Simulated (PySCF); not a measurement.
# How exact exchange moves a shielding

Molecule: `InChI=1S/CF4/c2-1(3,4)5`.

Mapped SMILES: `[F:1][C:2]([F:3])([F:4])[F:5]`.

GIAO shieldings (ppm, equivalent atoms averaged) in PySCF 2.14 on the PBE0-D3(BJ)/def2-SVP geometry, basis pcSseg-2, gas phase, non-relativistic:

```csv
functional,exact exchange (%),σ(F1/F3/F4/F5),σ(C2)
BLYP,0,231.6,36.7
BP86,0,233.8,41.9
PBE,0,232.8,41.8
B3LYP,20,242.9,45.5
PBE0,25,247.2,52.1
mPW1PW91,25,247.5,51.5
HF,100,282.9,79.1
```

Question: Fit each shielding as a line in the percentage of exact exchange.

Answer: σ(F1/F3/F4/F5) = 233.3 + 0.50 x (rms 1.1 ppm); σ(C2) = 40.3 + 0.39 x (rms 2.1 ppm). The functionals also differ in their semilocal parts, which the line can't hold; Hartree–Fock has no correlation at all.

Question: What does the line predict for BHandHLYP (50 %), and what does the run give?

Answer: σ(F1/F3/F4/F5): 258.3 predicted, 258.3 computed; σ(C2): 59.8 predicted, 58.2 computed ppm.
